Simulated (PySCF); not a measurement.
Ionisation energies (eV) were calculated with PySCF 2.14 by MP2 (valence), PBE, LDA, in another order, as differences of total energies without spin-orbit coupling. The measured values are between term centres (NIST).

| species | measured | A | B | C |
| --- | --- | --- | --- | --- |
| He (aug-cc-pVTZ, non-relativistic) | 24.587 | 24.308 | 24.378 | 24.472 |
| Be (aug-cc-pVTZ-DK, spin-free X2C) | 9.323 | 9.024 | 8.817 | 8.996 |
| Cl (aug-cc-pV(T+d)Z, non-relativistic) | 12.974 | 13.207 | 12.769 | 12.978 |
| Rh (aug-cc-pVTZ-PP with ECP28MDF, ECP) | 7.479 | 8.217 | 7.303 | 7.913 |
| Sb (aug-cc-pVTZ-PP with ECP28MDF, ECP) | 9.124 | 9.121 | 9.001 | 8.965 |
| W (aug-cc-pVTZ-PP with ECP60MDF, ECP) | 7.825 | 7.908 | 7.237 | 7.484 |
| Re (aug-cc-pVTZ-PP with ECP60MDF, ECP) | 7.834 | 8.049 | 7.370 | 7.551 |
| Pb+ (aug-cc-pVTZ-PP with ECP60MDF, ECP) | 13.869 | 13.916 | 13.385 | 13.704 |

Question: Which column is which method?

Answer: A is LDA (mean error 0.09 eV); B is MP2 (valence) (mean error -0.34 eV); C is PBE (mean error -0.12 eV). LDA overbinds the outer electron and comes out highest. Valence MP2 in a finite basis recovers only part of the missing correlation, so it stays below experiment on average. PBE, with gradient corrections, lies close to experiment on average, with errors of both signs.
